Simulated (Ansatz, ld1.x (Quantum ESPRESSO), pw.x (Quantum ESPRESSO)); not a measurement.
**lithium: does the PAW potential hold in the solid?**

Li, PAW, made with ld1.x (Quantum ESPRESSO) 7.5 (PBEsol, scalar-relativistic). Core none, reference 1s2 2s1 2p0. Waves: 1s (bound): rcut 1.05, rcutus 1.35 bohr; 2s (bound): rcut 1.05, rcutus 1.35 bohr; 2p (bound, empty): rcut 3.20, rcutus 4.30 bohr; 2p channel at 0.25 Ry: rcut 3.20, rcutus 4.30 bohr; 3d channel at 0.3 Ry: rcut 3.65, rcutus 4.70 bohr. Local part: all-electron potential smoothed inside 2.95 bohr (lloc = -1). Core correction: none. Augmentation charge: PSQ, radius 1.20 bohr.

Crystal test: sc Li in pw.x 7.5, no spin, 12³ k-points, Fermi–Dirac smearing 0.01 Ry, cutoffs 70/560 Ry. The lattice is a test structure that the element need not adopt, and mesh and smearing are coarse.

pw.x input:

```
&control
  calculation='scf', prefix='x', pseudo_dir='./', outdir='./tmp', tstress=.true., disk_io='none'
/
&system
  ibrav=0, nat=1, ntyp=1, ecutwfc=70, ecutrho=560, nbnd=8,
  occupations='smearing', smearing='fd', degauss=0.01
/
&electrons
  conv_thr=1e-09, mixing_beta=0.4, electron_maxstep=70
/
ATOMIC_SPECIES
Li 1.0 Li.UPF
CELL_PARAMETERS angstrom
  2.73867519 0.00000000 0.00000000
  0.00000000 2.73867519 0.00000000
  0.00000000 0.00000000 2.73867519
ATOMIC_POSITIONS crystal
Li 0.0000 0.0000 0.0000
K_POINTS automatic
12 12 12 0 0 0
```

```bash
pw.x < Li.scf.in > Li.scf.out
```

How does the run end?

Failed (cdiaghg: S matrix not positive definite). The atomic test gives a lowest overlap eigenvalue of -0.38 in the d channel. The largest radius (4.70 bohr) exceeds half the bond length (2.59 bohr), so the spheres overlap, which is one possible source of error among others. The ghost test of this file was not conclusive. Its overlap operator is not positive definite. Atomic configuration tests: test run stopped at test 2 of 4 (negative rho), 1 before it not solved. The log shows:

```
Message from routine setup:
     using ibrav=0 with symmetry is DISCOURAGED, use correct ibrav instead
     lattice parameter (alat)  =       5.1753  a.u.
     unit-cell volume          =     138.6175 (a.u.)^3
     number of electrons       =         3.00
     number of Kohn-Sham states=            8
     kinetic-energy cutoff     =      70.0000  Ry
     charge density cutoff     =     560.0000  Ry
     scf convergence threshold =      1.0E-09
     Exchange-correlation= SLA  PW   PSX  PSC
     number of k points=    84  Fermi-Dirac smearing, width (Ry)=  0.0100
     iteration #  1     ecut=    70.00 Ry     beta= 0.40
     Error in routine cdiaghg (30):
     S matrix not positive definite
```
